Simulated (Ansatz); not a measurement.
# AlNH+ (triplet): wave-function methods side by side, cc-pVDZ

How much of the correlation energy of AlNH+ (triplet) does each wave-function method recover here?

Program: Ansatz 0.2.0, Gaussian basis. Level of theory: cc-pVDZ, core rule «outside noble gas», up to 6 orbitals frozen. These are calculated values, not measurements.

To be run: UHF; CCSD(T) on ROHF; CCSD(T) on UHF; BCCD(T) on ROHF; CISD; CCSDT(Q) on ROHF; CCSDT(Q) on UHF; CCSDTQ on ROHF; CCSDTQ on UHF.

16 further runs of the same task are left out: 7 for a known fault of the program, 9 set aside as unsound or not needed.

**1. What is computed**

The geometry is a PBE0/def2-TZVP stationary point (not a proven minimum) of the parent state, kept for this charge and spin.

3 atoms, charge 1, spin multiplicity 3.

Atoms are counted from 1 here; the program's logs count them from 0.

Bond lengths: Al1–N2 1.737 Å, N2–H3 1.016 Å. Angles: Al1–N2–H3 130.8°.

**2. UHF**

in.yaml

```yaml
crystal:
  periodic: [false, false, false]
  atoms:
    - {symbol: Al, position_ang: [0.000000, 0.032676, 0.636525]}
    - {symbol: N, position_ang: [0.000000, -0.106661, -1.095305]}
    - {symbol: H, position_ang: [0.000000, 0.607486, -1.818390]}
basis:
  gaussian: {orbitals: cc-pVDZ}
total_charge: 1
magnetization: {spin_polarized: true, initial_magnetization: 2}
hamiltonian: {xc: hf}
output: {orbitals: {seedname: orbitals}}
```

On the command line:

```
ansatz run in.yaml --threads 1 --pin off --events-out ev --progress --plain --max-ram 8192MiB --backend cpu
```

After this run come: CCSD(T) on ROHF; CCSD(T) on UHF; BCCD(T) on ROHF; CISD; CCSDT(Q) on ROHF; CCSDT(Q) on UHF; CCSDTQ on ROHF; CCSDTQ on UHF.

Q: Predict the results of all the runs planned. Wanted: UCCSDTQ below the RHF energy; RMP2 from UCCSDTQ; UMP2 from UCCSDTQ; RCCSD from UCCSDTQ; RCCSD(T) from UCCSDTQ; UCCSD(T) from UCCSDTQ; RCCSDT(Q) from UCCSDTQ; UCCSDT(Q) from UCCSDTQ; T1 diagnostic.

The runs gave:

| quantity | value |
| --- | --- |
| UCCSDTQ below the RHF energy | -5.1612 eV |
| RMP2 from UCCSDTQ | +72.5 kJ/mol |
| UMP2 from UCCSDTQ | +72.8 kJ/mol |
| RCCSD from UCCSDTQ | +19.0 kJ/mol |
| RCCSD(T) from UCCSDTQ | +3.9 kJ/mol |
| UCCSD(T) from UCCSDTQ | +3.8 kJ/mol |
| RCCSDT(Q) from UCCSDTQ | +0.2 kJ/mol |
| UCCSDT(Q) from UCCSDTQ | -0.2 kJ/mol |
| levels within 1 kcal/mol (43 meV) | RCCSD(T), UCCSD(T), BCCD(T), RCCSDT, UCCSDT, RCCSDT(Q), UCCSDT(Q), RCCSDTQ |
| T1 diagnostic | 0.050 |

In words: RCCSD(T) lands +3.9 kJ/mol from the yardstick (0.8 % of the correlation energy). These misses are within one basis, not against nature; the frozen cores of restricted and unrestricted runs differ, which can shift their rows.
